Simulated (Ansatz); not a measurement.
Bulk modulus (GPa) along a series of related solids, from r²SCAN+SOC (Ansatz, a program for electronic structure, plane waves, PAW).

```
solid          r²SCAN+SOC       measured
-------------  ----------  -------------
double-hcp La        23.1          27.9‡
hcp Hf                110            110
bcc Ta                200            198
bcc W                 319  312 (300–328)
hcp Re                384            369
hcp Os                423            425
fcc Ir                371            365
fcc Pt                268            289
fcc Au                161            182
```

r²SCAN+SOC less measured, from the printed values: double-hcp La‡ -17.2 %, hcp Hf 0.0 %, bcc Ta +1.0 %, bcc W +2.2 %, hcp Re +4.1 %, hcp Os -0.5 %, fcc Ir +1.6 %, fcc Pt -7.3 %, fcc Au -11.5 %.

A member of the series is missing where a level wasn't run or failed, where a doubt is noted on the run or the magnetic state, for phases of high temperature or layered ones, and where values are held back for tests.

In Ansatz's fits of the non-cubic solids, shape and atoms are relaxed at each volume.

Each level is taken at its own relaxed cell. Ansatz's density-functional and Hartree–Fock values are scalar-relativistic unless marked +SOC, with PAW data made under PBE.

Measured values are for low temperature or corrected to a static lattice; ‡ marks uncorrected values at room or unstated temperature. References as tabulated in doi:10.1021/acs.jctc.3c00612; Levämäki et al. (2014), arXiv:1402.3671; Wikipedia's data pages; Mejia-Rodriguez and Trickey (2018), arXiv:1807.09216.

Brackets give the range of the sources taken for a reference, where it is wide; it can hold other temperatures.
